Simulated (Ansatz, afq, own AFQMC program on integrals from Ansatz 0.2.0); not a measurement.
Two steps: Ansatz 0.2.0 writes the Fock matrix and Cholesky factors of the valence space, and afq projects on them the lowest state that overlaps trial and start.

```yaml
crystal:
  periodic: [false, false, false]
  atoms:
    - {symbol: Si, position_ang: [0.000000, 0.000000, 0.000000]}
basis:
  gaussian: {orbitals: 6-31G}
total_charge: 1
magnetization: {spin_polarized: true, initial_magnetization: 1}
correlation: {method: ccsd_t, electrons: outside_noble_gas, hamiltonian_folder: ham}
```

```sh
$ ansatz run in.yaml --threads 1 --pin off --events-out ev --progress --plain --max-ram 16896MiB --backend cuda --devices 0, --max-vram 18GiB
```

Options of the walk:

```
--method phaseless --trial cisd --walkers 4000 --populations 20 --least-time 60 --time-step 0.005 --steps-per-block 50 --equilibration-blocks 28 --max-blocks 4000 --target-error 0.00011 --factor-cut 1e-05 --start spin_pure --seed 6279 --release-times 0.24,0.51,0.99,1.62,2.4 --release-step 0.03 --release-every 3 --taylor-order 6
```

Times are imaginary, in 1/Eh. The walk had a cap of 122 s. With eight or more populations the least sampling time is a fifth of least-time, and the error comes from their spread.

Log:

```
orbitals 8  electrons 2 1  factors 29 of 59
reference energy -288.54705608 Eh
CCSD correlation -0.03038805 Eh in 8 cycles, weight of the determinant in the CISD state 0.9612
energy of the start -288.577442 Eh
 block  time / (1/Eh)  mean weight  energy / Eh
     1     0.250  1.0000  -288.577444
     2     0.500  1.0000  -288.577450
     3     0.750  1.0000  -288.577455
     4     1.000  1.0000  -288.577461
     5     1.250  1.0000  -288.577467
     8     2.000  1.0000  -288.577482
    11     2.750  0.9999  -288.577492
    14     3.500  1.0000  -288.577500
    17     4.250  1.0000  -288.577506
    20     5.000  1.0001  -288.577500
    22     5.500  1.0000  -288.577498
    23     5.750  1.0000  -288.577508
    26     6.500  1.0001  -288.577506
    29     7.250  1.0000  -288.577513
    32     8.000  1.0000  -288.577511
    35     8.750  1.0002  -288.577514
    37     9.250  0.9999  -288.577529
    38     9.500  1.0000  -288.577527
    41    10.250  0.9999  -288.577516
    44    11.000  1.0000  -288.577506
    47    11.750  0.9996  -288.577507
    50    12.500  0.9999  -288.577515
    53    13.250  1.0000  -288.577510
    56    14.000  0.9999  -288.577505
    59    14.750  1.0000  -288.577509
    62    15.500  1.0000  -288.577511
    65    16.250  1.0000  -288.577512
    68    17.000  0.9999  -288.577518
    71    17.750  0.9999  -288.577506
    74    18.500  1.0000  -288.577504
    77    19.250  0.9999  -288.577510
    78    19.500  1.0000  -288.577505
error from the spread of 20 populations
released: time / (1/Eh)  energy / Eh  error  mean overlap
  0.24  -288.577513  0.000002  0.9997
  0.51  -288.577512  0.000002  0.9980
  0.99  -288.577513  0.000001  0.9972
  1.62  -288.577514  0.000001  0.9966
  2.40  -288.577513  0.000001  0.9944
energy -288.577512 +/- 0.000002 Eh
(rows thinned)
```

The run passed its tests (sampling time, drift between the halves within three errors, error under three times the target), which doesn't prove that it has relaxed.

Against this walk (error 0.1 meV) on the same determinant: CCSD(T) 0.4 meV higher, full CI 0.1 meV lower (within the noise). The error is statistical and leaves out the bias of the constraint. Released to 2.40 1/Eh the energy moves by -0.04 ± 0.06 meV (both errors), within twice the noise.

Cautions: constraint bias not in the error.

The walk took 26 s on 1 × NVIDIA H100 80GB HBM3 with 2 threads of AMD EPYC 7R13 Processor (Zen 3), with other jobs on the host (the card was shared). The log's last line is the phaseless energy.

A walk keeps the symmetry of its determinant, which the program's search chose and which needn't be the lowest solution, so a lower state of the same spin and another symmetry isn't excluded.
